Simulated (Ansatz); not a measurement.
A made-up structure of CH2NSi (charge +1), closed shell:

```xyz
5
angstrom
C 0.0369 -0.2400 0.1380
N -0.8512 -1.1617 0.2102
Si 1.7370 1.1922 0.1684
H -1.6475 -1.9621 0.2617
H 0.7249 2.1716 -0.7783
```

It is relaxed with PBE-D4/def2-SVP and then PBE0-D4/def2-TZVP (Ansatz 0.2.0). Atoms count as bonded within 1.22 times the sum of their covalent radii (H–H: 0.88 Å). The end point is not checked to be a true minimum.

(1) Does its bonding change? (Judge from chemistry; the calculation decides.)

Answers

(1) By the calculation: No: no bond forms or breaks.

Where it ends: The first stage lowers the energy by 1.13 eV in 5 steps. It ends as CH₂NSi ([NH][C][SiH]), total charge +1:
```xyz
5
angstrom
C 0.0328 -0.2143 0.1232
N -0.7601 -1.0372 0.1876
Si 1.5510 1.0644 0.1504
H -1.4711 -1.7519 0.2336
H 0.6474 1.9390 -0.6949
```

Labels in which every atom is bracketed show which atoms are joined, not bond orders.

For scale, one of the runs: PBE0-D4/def2-TZVP relaxation, 111 basis functions, launched by `ansatz run in.yaml --threads 2 --pin off --events-out ev --progress --plain --max-ram 4352MiB`. The run took about 8 s on 2 CPU threads of an Arm Neoverse V2 (shared host).
